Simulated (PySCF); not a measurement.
# Structure elucidation problem

The spectra below were simulated for a compound C₃H₅N₃.

1H NMR (300 MHz, computed): δ 7.85 (s, 2H), 3.57 (s, 3H).

13C{1H} NMR (computed): δ 147.1 (CH), 31.6 (CH3).

PySCF calculation with PBE0-D3(BJ)/def2-SVP structure, J couplings at B3LYP/pcJ-1 (spin–dipole term only in couplings to heteroatoms) and GIAO B97-2/pcSseg-2 shieldings; rapidly exchanging positions averaged, single conformer, non-relativistic Hamiltonian, gas phase.

δ = σ(ref) − σ, references computed at the same level: 1H and 13C against TMS.

What is the structure?

Results:


- Rings plus π bonds: 3 (1 ring in the answer).
- 2 carbon signals for 3 carbons: some carbons are equivalent by symmetry or fast rotation.
- Carbon types of the structure: 2 × CH, 1 × CH3, which accounts for all hydrogens.
- δC 147.1: aromatic CH between two ring heteroatoms.
- δC 31.6: methyl carbon bonded to N; the inductive effect lowers its shielding.
- δH 7.85: hydrogen on an aromatic CH between two ring heteroatoms; ring-current deshielding.
- δH 3.57: hydrogen on a methyl carbon bonded to N; its carbon carries N, an electronegative neighbour.

Structure: `Cn1cnnc1`.

The shifts were computed for this structure.

Shifts are as computed. Against solution values, carbons near 30 ppm lie about +4 ppm off and those near 130 ppm about +7 ppm. Of 1211 compounds with measured shifts, 218 miss one by over three times the rms of a fit or turn the order of signals round; such compounds aren't used in these exercises.
